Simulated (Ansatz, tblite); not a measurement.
Cost and result up the ladder for the cluster B₂C⁻ (3 atoms). Charge -1, multiplicity 2. Geometry: PBE0-D4/def2-TZVPD.

```xyz
3

B    -0.1120   -0.7611   -0.5550
B    -0.3472    0.2698    0.8406
C     0.4592    0.4913   -0.2855
```

Ansatz on 4 threads of Arm Neoverse V2 on a shared host; xTB runs through tblite on one thread. Times are rough, summed over both states, and most runs start from the orbitals of an earlier one. PBE0-D4/def2-TZVPD serves as the yardstick here, not as an exact answer. The other state is a triplet.

The xTB rows come from tblite. The order of the spin states hangs on the level: the singlet lies 0.33 eV below the triplet at PBE-D4/def2-TZVPD, but 0.10 eV above it at r2SCAN-D4/def2-TZVPD. The singlet is doubtful at r2SCAN-D4/def2-TZVPD (restricted singlet with a triplet 0.10 eV lower at the same geometry). The structure comes from a short search, and lower isomers may exist.

Raw xTB energies of ions are shifted by several eV, and xTB has no spin-polarisation term.

```json
{"level": "GFN1-xTB", "functions": "12", "vertical IE (eV)": "5.64", "difference from PBE0-D4/def2-TZVPD (eV)": "3.15", "remarks": "–"}
{"level": "PBE-D4/def2-TZVPD (with forces)", "functions": "111", "vertical IE (eV)": "2.62", "difference from PBE0-D4/def2-TZVPD (eV)": "0.13", "remarks": "HOMO above zero (-1 doublet)"}
{"level": "PBE0-D4/def2-TZVPD", "functions": "111", "vertical IE (eV)": "2.49", "difference from PBE0-D4/def2-TZVPD (eV)": "0.00", "remarks": "–"}
{"level": "r2SCAN-D4/def2-TZVPD", "functions": "111", "vertical IE (eV)": "2.39", "difference from PBE0-D4/def2-TZVPD (eV)": "-0.10", "remarks": "HOMO above zero (-1 doublet)"}
{"level": "GFN2-xTB", "functions": "12", "vertical IE (eV)": "2.41", "difference from PBE0-D4/def2-TZVPD (eV)": "-0.08", "remarks": "–"}
```

Question: Estimate how long each takes.

Answer: GFN1-xTB 0.002 s; GFN2-xTB 0.002 s; PBE-D4/def2-TZVPD (with forces) 1.4 s; PBE0-D4/def2-TZVPD 1.8 s; r2SCAN-D4/def2-TZVPD 2.6 s. On shared hardware such times vary by a factor of up to 3.
